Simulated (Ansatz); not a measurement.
Born–Oppenheimer molecular dynamics of BClFH₃ (6 atoms, charge 0, multiplicity 1). It starts at the highest image of a converged band, a first-order saddle point between two minima.

Computed with RKS r2SCAN-D4/def2-SVP in Ansatz 0.2.0.

```
ensemble                      : NVE (velocity Verlet)
time step                     : 0.5 fs
steps asked                   : 200
starting velocities drawn for : 100 K
seed                          : 5154
```

First frame:

```xyz
6
Properties=species:S:1:pos:R:3
B 0.011 -0.191 0.031
F 0.008 0.140 1.542
H 1.063 0.103 -0.463
H -1.062 0.037 -0.455
Cl 0.072 -2.159 0.545
H 0.045 -1.044 1.611
```

(1) How far do the bonds stretch over the last three quarters of this one trajectory? (Pairs bonded in most of those frames.)

Answers

(1) 
```tsv
bond	mean (Å)	spread (Å)	shortest	longest
B1–F2	1.330	0.026	1.29	1.42
B1–H3	1.210	0.022	1.18	1.24
B1–H4	1.210	0.019	1.18	1.24
Cl5–H6	1.292	0.008	1.28	1.31
```

Mean temperature of the second half: 1301 K. The conserved energy stayed within 0.066 meV per atom of its start (net change 0.0063 meV per atom), so the integration is sound. The kinetic energy rose, since the run started high on the potential surface and went downhill. It ends in pieces (BFH2 + ClH), so much of that is their flight and rotation, not heat. A run of 0.1 ps of so small a system gives no equilibrium averages. The orbitals stay closed-shell, which can raise the energy where a bond breaks towards radicals; this wasn't checked here.

The run took 8 min on 1 thread of Arm Neoverse V1, with other jobs on the host, peak memory 0.11 GiB.
